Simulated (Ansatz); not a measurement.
Ansatz input wanted

CF2 has 3 atoms, charge 0, and is taken as a singlet. SMILES: `F[C]F`. The coordinates come from a GFN2-xTB relaxation.

```xyz
3

F     0.3969    1.0328    0.3328
C     0.3268   -0.2722    0.1497
F    -0.7238   -0.7606   -0.4825
```

Settings wanted:

```
basis set  : STO-3G
task       : energy
method     : DFT
functional : wB97X
reference  : RKS
accuracy   : high
```

Problem. Write the Ansatz 0.2.0 input and the command.

Solution. One that was run (others would do as well):

in.yaml:
```yaml
crystal:
  periodic: [false, false, false]
  atoms:
    - symbol: F
      position_ang: [0.396940, 1.032800, 0.332770]
    - symbol: C
      position_ang: [0.326820, -0.272180, 0.149730]
    - symbol: F
      position_ang: [-0.723760, -0.760620, -0.482500]
basis:
  gaussian:
    orbitals: STO-3G
hamiltonian:
  xc: {name: wB97X}
accuracy: high
```

```bash
$ ansatz run in.yaml --threads 1 --pin off --max-ram 2610MiB --events-out events.jsonl --progress --plain --runs-dir runs
```

Calculated total energy: -234.29777 Eh.
